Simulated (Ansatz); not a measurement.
Input file:

```yaml
crystal:
  periodic: [false, false, false]
  atoms:
    - {symbol: N, position_ang: [-0.024132, -0.420361, 1.533680]}
    - {symbol: O, position_ang: [-0.024965, 0.528993, 0.603924]}
    - {symbol: S, position_ang: [0.022998, -0.080327, -0.971284]}
basis:
  gaussian: {orbitals: cc-pVDZ, fitting: {mean_field: def2-universal-jkfit}, point_charges: [{charge: 1.00, position_ang: [4.248, -0.793, -0.822]}]}
magnetization: {spin_polarized: true, initial_magnetization: 3}
correlation: {method: bccd_t, electrons: outside_noble_gas}
output: {forces: true}
```

```sh
$ ansatz run in.yaml --threads 1 --pin off --events-out ev --progress --plain --max-ram 2393MiB
```

Q: Roughly how long does this take on 1 thread of AMD EPYC 7B13, shared host, and how much host memory?

A: 13 s wall and 0.19 GiB.

```
282 factors; integrals over basis functions are off by at most 8.3e-2 eV
mean field evaluation 1: about -14329.9716 eV, gradient 1.5e1 eV
mean field evaluation 2: about -14331.5573 eV, gradient 9.5e0 eV
mean field evaluation 4: about -14332.2129 eV, gradient 2.0e0 eV
mean field evaluation 8: about -14332.3064 eV, gradient 1.8e-1 eV
mean field evaluation 16: about -14332.4513 eV, gradient 4.3e-2 eV
mean field evaluation 32: about -14332.2496 eV, gradient 1.6e0 eV
mean field evaluation 64: about -14332.4279 eV, gradient 8.3e-1 eV
mean field evaluation 96: about -14327.9268 eV, gradient 6.8e0 eV
mean field evaluation 128: about -14328.5619 eV, gradient 5.7e-2 eV
mean field -14332.45173370 eV, -526.7078863286 hartree, gradient 2.3e-6 eV, S^2 3.780430; 7 other end points of the search recorded, 0 dependent functions left out
determinant -14332.45173370 eV, -526.7078863286 hartree, with singles and doubles -14343.90000647 eV, -527.1286025930 hartree
determinant -14332.27026273 eV, -526.7012173936 hartree, with singles and doubles -14343.71614709 eV, -527.1218458856 hartree
determinant -14332.45173370 eV, -526.7078863286 hartree, with singles and doubles -14343.90076207 eV, -527.1286303608 hartree
determinant -14332.27026273 eV, -526.7012173936 hartree, with singles and doubles -14343.71749034 eV, -527.1218952492 hartree
7 core orbitals not correlated: weight in the atoms' cores, before any rotation towards them, 1.000 or more for the frozen orbitals, at most 0.000 for the correlated occupied ones
reference -14332.45173370 eV, -526.7078863286 hartree; 10, 7 occupied and 29, 32 virtual orbitals, 282 factors
second order -10.57829449 eV of doubles, -0.00000000 eV of singles
cycle   1  -11.40298203 eV  change    4.6e-2 eV  update   1.3e-2
...
cycle  14  -11.40982391 eV  change   -5.0e-7 eV  update   3.3e-6
cycle  15  -11.40982366 eV  change    2.5e-7 eV  update   3.1e-6
cycle  16  -11.40982368 eV  change   -1.8e-8 eV  update   2.9e-6
cycle  17  -11.40982384 eV  change   -1.7e-7 eV  update   2.5e-6
cycle  18  -11.40982348 eV  change    3.6e-7 eV  update   1.7e-6
cycle  19  -11.40982366 eV  change   -1.8e-7 eV  update   8.1e-7
cycle  20  -11.40982401 eV  change   -3.6e-7 eV  update   3.9e-7
cycle  21  -11.40982393 eV  change    8.1e-8 eV  update   1.9e-7
cycle  22  -11.40982400 eV  change   -6.7e-8 eV  update   1.1e-7
cycle  23  -11.40982396 eV  change    4.4e-8 eV  update   5.5e-8
perturbative correction -0.38640231 eV, -0.0142000231 hartree
the calculation of the forces begins
Total energy: -14344.24795997 eV, -527.1413896482 hartree
Atom 0 at    -0.024132    -0.420361     1.533680 Å, force     0.077237    -0.920746     0.735396 eV/Å
Atom 1 at    -0.024965     0.528993     0.603924 Å, force    -0.085820     1.380913     0.220480 eV/Å
Atom 2 at     0.022998    -0.080327    -0.971284 Å, force    -0.005704    -0.444569    -0.980884 eV/Å
Dipole moment:    -0.084263    -0.017032    -0.202240 e Å
```

Forces (eV/Å):
```
N    0.077 -0.921  0.735
O   -0.086  1.381  0.220
S   -0.006 -0.445 -0.981
```
